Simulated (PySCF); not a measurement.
**How methods differ on the ionisation energy of Li**

Li [He] 2s1 (2S) → Li⁺ 1s2 (1S), as a difference of total energies. Computed with PySCF 2.14 in def2-SVP (3s2p, 9 functions), with no relativity, point nucleus. The calculations carry no spin-orbit coupling.

| method | ionisation energy (eV) |
| --- | --- |
| UHF | 5.229 |
| r2SCAN | 5.285 |
| PBE0 | 5.475 |

For comparison: 5.392 eV (measured; NIST Atomic Spectra Database, ionization energies).
